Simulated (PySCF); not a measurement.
Species: C4H4N2.
SMILES with atom numbers: `[N:1]#[C:2][CH2:3][C@H:4]1[CH:5]=[N:6]1`

The computed photoelectron lines, unassigned: C 1s: 292.49 (area 1), 292.58 (area 1), 292.63 (area 1), 292.98 (area 1) eV; N 1s: 405.23 (area 1), 405.97 (area 1) eV.

Computed with delta-SCF UKS SCAN, pcX-2 on the ionised atom, pcseg-1 elsewhere, spin-free X2C in PySCF 2.14.0. Isolated species at its PBE0-D3(BJ)/def2-SVP geometry (one conformer only).

Task: Assign the N 1s lines to atoms.

Result: 405.23 eV: N1 (nitrile nitrogen); 405.97 eV: N6 (C=N nitrogen). Lowest listed N 1s: N1, bonded to C (triple bond). Highest, 0.74 eV above it: N6, bonded to C (double bond) and C. Summing the Pauling electronegativity differences to the bonded atoms, each weighted by its formal bond order, gives -1.47 for the lowest site and -1.47 for the highest; the sum is the same at every site.

Bonded neighbours of each site: N1: C (triple bond); C2: N (triple bond) and C; C3: 2 C and 2 H; C4: N, 2 C and H; C5: N (double bond), C and H; N6: C (double bond) and C.

Task: Which effective nuclear charge Zeff reproduces each element's mean 1s value in the hydrogen-like formula E = 13.606 eV × Zeff²?

Result: C (Z = 6): mean 292.7 eV, Zeff = 4.64, Z − Zeff = 1.36; N (Z = 7): mean 405.6 eV, Zeff = 5.46, Z − Zeff = 1.54. Means run over the listed sites, weighted by atom count.

The unrestricted hole states depart most from a pure doublet (⟨S²⟩ = 0.75; over 0.85 named) for C 1s of C5 (0.91), which makes this value less certain.

Shape of the structure used: `[N:1]#[C:2][CH2:3][C@H:4]1[CH:5]=[N:6]1`: C2–C3–C4–C5 94°.
